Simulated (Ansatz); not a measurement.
# Worked example: C2H6Si + SiH(CH3)(NH2) → C2H5Si + SiH2(CH3)(NH2)

Species: C2H6Si (vinylsilane) `C=C[SiH3]`, singlet; SiH(CH3)(NH2), doublet; C2H5Si `C=C[SiH2]`, doublet; SiH2(CH3)(NH2), singlet. A radical takes H: the energy is the difference in strength between two Si–H bonds in different surroundings.

Shapes, held fixed at every level: PBE0-D4/def2-TZVP. Flexible molecules stand in one conformer, not always the lowest. Programs: Ansatz 0.2.0. The zero-point and thermal change to 298 K, harmonic and unscaled (PBE0-D4/def2-TZVP), is -1.4 kJ/mol.

At B2PLYP/def2-TZVPP; 1 Eh = 2625.50 kJ/mol:

| species | energy (Eh) |
| --- | --- |
| C2H6Si | -369.120573 |
| SiH(CH3)(NH2) | -385.790293 |
| C2H5Si | -368.473002 |
| SiH2(CH3)(NH2) | -386.439530 |

Problem. Work out ΔH(298 K) of the reaction at this level.

Solution. 
1. Products less reactants: (-368.473002) + (-386.439530) − [(-369.120573) + (-385.790293)] = -0.001666 Eh = -4.4 kJ/mol.
2. With the thermal change: -4.4 + (-1.4) = -5.8 kJ/mol.

Other levels give -18.3 (HF/def2-SVP) to -5.1 kJ/mol (wB97X-V/def2-TZVPP). No measured value is set beside it here. Spin contamination: C2H5Si (⟨S²⟩ up to 0.90). Open shells run unrestricted unless RO is named.
